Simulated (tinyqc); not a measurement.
UKS/LDA (PW92) in the sto-3g basis, for OH+, spin multiplicity 3, step by step. One step of it, computed by the program tinyqc.

Problem. Iteration 2: DIIS coefficients. Solve [B -1; -1 0][c; lambda] = [0; -1] for the coefficients, which sum to one.

B (overlaps of the stored error matrices):
```
                1               2
1   4.1082366e-01  -2.9938671e-01
2  -2.9938671e-01   3.2824960e-01
```

Give: DIIS coefficients.

Solution.

DIIS coefficients: 0.4691  0.5309
